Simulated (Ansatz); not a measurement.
`Fc1ccc(F)cc1`. The species carries charge 0 and has multiplicity 1. The structure was optimised at the PBE0-D4/def2-TZVP level.

```xyz
12

F    -2.314   -0.918   -1.050
C    -1.167   -0.463   -0.529
C    -0.405   -1.309    0.253
C     0.782   -0.837    0.792
C     1.167    0.463    0.529
F     2.314    0.918    1.050
C     0.405    1.309   -0.253
C    -0.782    0.837   -0.792
H    -0.742   -2.321    0.435
H     1.409   -1.468    1.410
H     0.742    2.321   -0.435
H    -1.409    1.468   -1.410
```

Task: What is the dipole moment at r2SCAN/def2-TZVPP? (An estimate is asked.)

Result: Ansatz gave: 0.00 D, zero by symmetry or nearly so.

Task: Give the Mulliken charges with r2SCAN, B3LYP, ωB97M-V in def2-TZVPP. (Estimate.)

Result: Computed: 
```json
{"atom": "F1", "r2SCAN": "-0.21", "B3LYP": "-0.21", "ωB97M-V": "-0.20"}
{"atom": "C2", "r2SCAN": "0.24", "B3LYP": "0.25", "ωB97M-V": "0.20"}
{"atom": "C3", "r2SCAN": "-0.12", "B3LYP": "-0.15", "ωB97M-V": "-0.13"}
{"atom": "C4", "r2SCAN": "-0.12", "B3LYP": "-0.15", "ωB97M-V": "-0.13"}
{"atom": "C5", "r2SCAN": "0.24", "B3LYP": "0.25", "ωB97M-V": "0.20"}
{"atom": "F6", "r2SCAN": "-0.21", "B3LYP": "-0.21", "ωB97M-V": "-0.20"}
{"atom": "C7", "r2SCAN": "-0.12", "B3LYP": "-0.15", "ωB97M-V": "-0.13"}
{"atom": "C8", "r2SCAN": "-0.12", "B3LYP": "-0.15", "ωB97M-V": "-0.13"}
{"atom": "H9", "r2SCAN": "0.11", "B3LYP": "0.13", "ωB97M-V": "0.12"}
{"atom": "H10", "r2SCAN": "0.11", "B3LYP": "0.13", "ωB97M-V": "0.12"}
{"atom": "H11", "r2SCAN": "0.11", "B3LYP": "0.13", "ωB97M-V": "0.12"}
{"atom": "H12", "r2SCAN": "0.11", "B3LYP": "0.13", "ωB97M-V": "0.12"}
```

B3LYP here is the variant with VWN-RPA as its local correlation; programs differ in this.
